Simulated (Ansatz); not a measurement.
A made-up structure of Si$_{2}$H$_{2}$O, singlet:

```xyz
5
angstrom
O -0.0215 -0.6075 0.6372
Si -0.8495 -0.9755 1.8445
Si 0.9343 0.2380 -1.1833
H -0.6282 0.0733 -1.2406
H 0.5648 1.2717 -0.0579
```

It is relaxed with PBE-D4/def2-SVP and then PBE0-D4/def2-TZVP (Ansatz 0.2.0). Atoms count as bonded within 1.22 times the sum of their covalent radii (H–H: 0.88 Å). The end point is not checked to be a true minimum.

Question: Does its bonding change? (Judge from chemistry; the calculation decides.)

Answer: By the calculation: Yes. Formed: O1–Si3; broken: none.

Where it ends: The first stage lowers the energy by 1.08 eV in 10 steps. It ends as Si₂H₂O ([Si][O][SiH2]):
```tsv
atom	x (Å)	y (Å)	z (Å)
O1	-0.1632	-0.5299	0.7014
Si2	-0.6924	-1.2444	1.9588
Si3	0.6843	0.0796	-0.7708
H4	-0.5780	0.1809	-1.6027
H5	0.7492	1.5139	-0.2867
```

Labels in which every atom is bracketed show which atoms are joined, not bond orders.

For scale, one of the runs: PBE0-D4/def2-TZVP relaxation, 117 basis functions, launched by `ansatz run in.yaml --threads 2 --pin off --events-out ev --progress --plain --max-ram 4352MiB`. The run took about 9.5 s on 2 CPU threads of an Arm Neoverse V2 (shared host).
